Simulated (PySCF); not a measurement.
Two-dimensional NMR puzzle

Compound of formula C5H5N. Correlations simulated from computed shifts and the bond graph:

HSQC (one-bond C–H):
```tsv
δH	δC
7.92	156.5
7.52	156.5
6.55	140.0
6.26	140.0
2.86	92.3
```

COSY cross peaks (H two or three bonds apart, from the bond graph; peaks can be absent where the dihedral angle is near 90°):
```tsv
δH	δH
7.92	7.52
6.55	6.26
```

HMBC (two and three bonds, from the bond graph):
```tsv
δH	δC
7.92	143.5
7.52	143.5
6.55	143.5, 79.3
6.26	143.5, 79.3
2.86	143.5, 79.3
```

Carbons without hydrogens: δ 143.5, 79.3.

Level of theory: geometry from GFN2-xTB, shieldings: GIAO PBE0/pcSseg-1, in PySCF (non-relativistic Hamiltonian, gas phase, single conformer).

Scale: $^{1}$H and $^{13}$C vs TMS (reference shieldings calculated alike).

Exchangeable hydrogens are left out of these lists.

Task: Which molecule is this?

Result: `C#CC(=C)N=C`.

Mapped SMILES: `[CH:1]#[C:2][C:3](=[CH2:4])[N:5]=[CH2:6]`; H(Xn) means a hydrogen on atom n. Ha(C4) is cis to C2; Ha(C6) is cis to C3; Hb(C4) is trans to C2; Hb(C6) is trans to C3.

δC 156.5 is C6, a C=N carbon (δH 7.52, 7.92). δC 143.5 is C3, a fully substituted alkene carbon. δC 140.0 is C4, a terminal =CH2 carbon (δH 6.55, 6.26). δC 92.3 is C1, a terminal alkyne carbon (δH 2.86). δC 79.3 is C2, an alkyne carbon. HMBC from δH 7.92 reaches the proton-free carbon C3. HMBC from δH 7.52 reaches the proton-free carbon C3. HMBC from δH 6.55 reaches the proton-free carbons C3, C2. HMBC from δH 6.26 reaches the proton-free carbons C3, C2. COSY links 7.92–7.52, 6.55–6.26.

The shifts were computed for this structure.

Shifts are as computed. Against solution values, carbons near 30 ppm lie about +3 ppm off and those near 130 ppm about +5 ppm. Of 1313 compounds with measured shifts, 239 miss one by over three times the rms of a fit or turn the order of signals round; such compounds aren't used in these exercises.
